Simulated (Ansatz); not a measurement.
A nudged elastic band was laid between two geometries of H2O + H6Si2 (11 atoms, charge 0, multiplicity 1).

These are results of RKS r2SCAN/def2-SVP (Ansatz 0.2.0), not measurements.

```yaml
movable_images: 7
climbing_image: yes
spring: 5.0 eV/Å²
optimiser: quadratic models (default)
start_path: through a guess of the saddle point
force_threshold: 0.05 eV/Å
iteration_limit: 60
end_points: relaxed
```

First end point:

```xyz
11
Properties=species:S:1:pos:R:3
Si 0.305 -0.222 0.113
Si 0.225 0.014 2.448
H -0.579 -1.080 3.068
H 1.614 -0.075 3.007
H -0.331 1.345 2.831
H 1.710 -0.382 -0.382
H -0.267 0.976 -0.579
H -0.458 -1.427 -0.343
O -2.515 0.129 1.234
H -2.642 0.791 0.540
H -2.752 -0.700 0.798
```

Last end point:

```xyz
11
Properties=species:S:1:pos:R:3
Si -0.416 0.153 -0.791
Si -0.260 -0.318 3.207
H -0.711 -0.549 4.609
H 1.082 -0.930 2.997
H -0.213 1.144 2.922
H 0.725 0.197 0.180
H -0.148 1.100 -1.905
H -0.499 -1.244 -1.324
O -1.845 0.653 -0.093
H -2.165 0.132 0.653
H -1.240 -0.967 2.281
```

Question: Which bonds break or form, and what moves?

Answer: Bonds broken: Si1–Si2, O9–H11. Bonds formed: Si1–O9, Si2–H11. H2O + H6Si2 becomes H4OSi + H4Si.

Question: What energy profile does the band end with?

Answer: It converged. The highest image is number 4 of 0 to 8, 40.9 kcal/mol above the first end and 53.9 kcal/mol above the last; the last end lies 13.1 kcal/mol below the first. Neighbouring images differ by up to 2.2 eV, so the band resolves the path poorly. A vibrational analysis at the climbing image gives one clearly imaginary mode, 608i cm⁻¹: a first-order saddle point. The orbitals stay closed-shell, which can raise the energy where a bond breaks towards radicals; this wasn't checked here.

| image | path coordinate (Å) | energy (kcal/mol) | Si1–Si2 (Å) | O9–H11 (Å) | Si1–O9 (Å) |
| --- | --- | --- | --- | --- | --- |
| 0 | 0.00 | 0.0 | 2.35 | 0.97 | 3.06 |
| 1 | 1.57 | 1.2 | 2.35 | 0.97 | 3.03 |
| 2 | 3.14 | 2.0 | 2.34 | 0.97 | 3.05 |
| 3 | 4.71 | 10.0 | 2.37 | 0.97 | 2.78 |
| 4 | 6.29 | 40.9 | 2.78 | 1.08 | 1.90 |
| 5 | 7.81 | -11.0 | 3.64 | 2.33 | 1.67 |
| 6 | 9.33 | -12.7 | 4.19 | 2.80 | 1.67 |
| 7 | 10.85 | -12.8 | 4.21 | 2.86 | 1.67 |
| 8 | 12.38 | -13.1 | 4.03 | 2.94 | 1.67 |

Question: What is the geometry of the highest image?

Answer: 
```xyz
11
Properties=species:S:1:pos:R:3
Si -0.318 0.078 -0.095
Si -0.106 0.201 2.677
H -0.957 0.657 3.835
H 0.637 -1.015 3.163
H 0.937 1.270 2.505
H 1.012 -0.546 0.182
H -0.315 1.559 -0.168
H -0.634 -0.425 -1.481
O -2.031 -0.530 0.448
H -2.255 -1.451 0.212
H -1.660 -0.427 1.458
```

Run time: 7.9 min on 2 threads of Arm Neoverse V2 (shared host), peak memory 0.16 GiB.
